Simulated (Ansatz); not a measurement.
in.yaml

```yaml
crystal:
  periodic: [false, false, false]
  atoms:
    - {symbol: Si, position_ang: [0.000000, 0.000000, 0.000000]}
    - {symbol: O, position_ang: [0.000000, 0.000000, 1.713500]}
basis:
  gaussian: {orbitals: cc-pVDZ}
total_charge: 1
magnetization: {spin_polarized: true, initial_magnetization: 1}
hamiltonian: {xc: {name: PBE}}
correlation: {method: rpa, electrons: outside_noble_gas}
```

```sh
$ ansatz run in.yaml --threads 1 --pin off --events-out ev --progress --plain --max-ram 2393MiB
```

Log:

```
314 factors; integrals over basis functions are off by at most 6.0e-4 eV
mean field evaluation 1: about -9869.0732 eV, gradient 8.8e1 eV
mean field evaluation 2: about -9869.0676 eV, gradient 8.8e1 eV
mean field evaluation 4: about -9896.4170 eV, gradient 3.6e1 eV
mean field evaluation 8: about -9906.8657 eV, gradient 7.2e-1 eV
mean field evaluation 16: about -9906.8642 eV, gradient 5.3e-5 eV
mean field evaluation 32: about -9906.9012 eV, gradient 1.5e-3 eV
mean field evaluation 64: about -9906.8788 eV, gradient 8.8e-1 eV
mean field evaluation 96: about -9906.8643 eV, gradient 1.4e-1 eV
mean field evaluation 128: about -9858.9184 eV, gradient 3.2e1 eV
mean field -9906.90120000 eV, -364.0719039612 hartree, gradient 4.0e-6 eV, S^2 0.767319; 10 other end points of the search recorded, 0 dependent functions left out
6 core orbitals not correlated: weight in the atoms' cores, before any rotation towards them, 1.000 or more for the frozen orbitals, at most 0.000 for the correlated occupied ones
reference -9888.15347913 eV, -363.3829379268 hartree; 5, 4 occupied and 21, 22 virtual orbitals, 314 factors
Total energy: -9898.81148738 eV, -363.7746125059 hartree
```

Ran on 1 thread of Arm Neoverse V1, shared host: 4.2 s wall, 0.09 GiB peak host memory.
